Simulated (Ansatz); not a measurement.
**SiH− (triplet): energies up the ladder**

The task, for SiH− (triplet): energies up the ladder. Charge -1. Spin multiplicity 3.

Method: the levels named in each step, in Ansatz 0.2.0.

## (1) The structure to begin with

Bond lengths: Si1–H2 1.515 Å.

Structure file:

```xyz
2

Si    0.0000    0.0000    0.0000
H     0.0000    0.0000    1.5149
```

## (2) A rough first relaxation, PBE-D4/def2-SVPD

File input.yaml:

```yaml
crystal:
  periodic: [false, false, false]
  atoms:
    - { symbol: Si, position_ang: [0.0, 0.0, 0.0] }
    - { symbol: H, position_ang: [0.0, 0.0, 1.51487] }
magnetization:
  spin_polarized: true
  initial_magnetization: 2
total_charge: -1
basis:
  gaussian: { orbitals: def2-SVPD }
hamiltonian:
  xc: pbe
  dispersion: d4
relax:
  f_tol: 0.03
  max_steps: 200
```

The run is started by

```
$ ansatz run input.yaml --threads 2 --pin off --max-ram 5120MiB --backend cpu --events-out ev --progress --plain --runs-dir out
```

After this run come: Relaxation, PBE0-D4/def2-TZVPPD; Frequencies, PBE0-D4/def2-TZVPPD; Single point, PBE-D4/def2-TZVPPD; Single point, r2SCAN-D4/def2-TZVPPD; Single point, B3LYP-D4/def2-TZVPPD; Single point, wB97M-V/def2-TZVPPD; Single point, B2PLYP/def2-TZVPPD; Single point, LDA/def2-TZVPPD; Single point, PBE0-D4/def2-SVPD; Single point, PBE-D4/def2-SVPD; Single point, CCSD(T)/def2-TZVPPD; Single point, CCSD(T)/def2-QZVPPD.

**Question.** What will these runs give? Wanted: Si1–H2 at PBE0-D4/def2-TZVPPD; frequencies at PBE0-D4/def2-TZVPPD; energy at CCSD(T)/CBS.

The runs gave:

| quantity | value |
| --- | --- |
| Si1–H2 at PBE0-D4/def2-TZVPPD | 1.559 Å |
| frequencies at PBE0-D4/def2-TZVPPD | 1834 cm⁻¹ |
| energy at CCSD(T)/CBS | -7880.523 eV |

No mode is imaginary, so the geometry is a minimum. These totals serve in differences with atoms or fragments at the same level; alone they don't rank the methods.
